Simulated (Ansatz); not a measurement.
Process, species as SMILES: FS(=O)F + 3 [H][H] (H2) → 2 F (HF) + O (H2O) + S (H2S)
B3LYP-D3(BJ)/def2-TZVP geometries, fixed; electronic energies without zero-point terms.
Largest species:
```xyz
4

O      1.3619    -0.1486    -0.3569
S      0.1670    -0.0077     0.4048
F     -0.6344     1.2320    -0.2285
F     -0.8731    -1.0862    -0.1739
```

Basis-set convergence of the energy of full hydrogenation at PBE0 with Ansatz (an electronic-structure program). Cartesian d functions, on some or all atoms, in 6-31G*, 6-31+G*, 6-311G**, 6-311+G**; all else is spherical. The program fits the integrals of some runs and decomposes those of others, by size. No added dispersion term, no relativity. Functions are those of the species that has most. Reference: the value in pcseg-4, -61.01 kcal/mol, itself unsure by roughly 0.53 kcal/mol (its mean distance from aug-pcseg-3, aug-cc-pV(Q+d)Z, cc-pV(5+d)Z). Deviations are taken from unrounded values.

| basis | functions | energy of full hydrogenation (kcal/mol) |
|---|---|---|
| def2-SVP | 60 | -75.72 |
| def2-SVPD | 96 | -94.42 |
| pcseg-1 | 60 | -79.28 |
| aug-pcseg-1 | 96 | -87.83 |
| 6-31G* | 64 | -46.84 |
| 6-31+G* | 80 | -66.16 |
| cc-pV(D+d)Z | 65 | -64.10 |
| aug-cc-pV(D+d)Z | 101 | -79.75 |
| 6-311G** | 81 | -81.85 |
| 6-311+G** | 97 | -94.64 |
| pcseg-2 | 124 | -66.02 |
| aug-pcseg-2 | 188 | -65.41 |
| cc-pV(T+d)Z | 129 | -57.24 |
| aug-cc-pV(T+d)Z | 193 | -63.39 |
| def2-TZVP | 130 | -56.61 |
| def2-TZVPD | 166 | -61.02 |
| def2-TZVPP | 135 | -61.59 |
| def2-TZVPPD | 171 | -64.29 |
| cc-pV(Q+d)Z | 229 | -59.11 |
| aug-cc-pV(Q+d)Z | 329 | -61.99 |
| def2-QZVPP | 241 | -61.19 |
| def2-QZVPPD | 277 | -62.11 |
| pcseg-3 | 244 | -61.41 |
| aug-pcseg-3 | 344 | -61.36 |

What the diffuse functions change, pair by pair:
- def2-SVP to def2-SVPD: 36 more functions, deviation -14.71 to -33.41 kcal/mol
- pcseg-1 to aug-pcseg-1: 36 more functions, deviation -18.27 to -26.82 kcal/mol
- 6-31G* to 6-31+G*: 16 more functions, deviation 14.17 to -5.15 kcal/mol
- cc-pV(D+d)Z to aug-cc-pV(D+d)Z: 36 more functions, deviation -3.09 to -18.74 kcal/mol
- 6-311G** to 6-311+G**: 16 more functions, deviation -20.84 to -33.63 kcal/mol
- pcseg-2 to aug-pcseg-2: 64 more functions, deviation -5.01 to -4.40 kcal/mol
- cc-pV(T+d)Z to aug-cc-pV(T+d)Z: 64 more functions, deviation 3.77 to -2.38 kcal/mol
- def2-TZVP to def2-TZVPD: 36 more functions, deviation 4.40 to -0.01 kcal/mol
- def2-TZVPP to def2-TZVPPD: 36 more functions, deviation -0.58 to -3.28 kcal/mol
- cc-pV(Q+d)Z to aug-cc-pV(Q+d)Z: 100 more functions, deviation 1.90 to -0.98 kcal/mol
- def2-QZVPP to def2-QZVPPD: 36 more functions, deviation -0.18 to -1.10 kcal/mol
- pcseg-3 to aug-pcseg-3: 100 more functions, deviation -0.40 to -0.35 kcal/mol

They bring the value nearer the reference by more than 0.53 kcal/mol in 5 of 12 pairs.
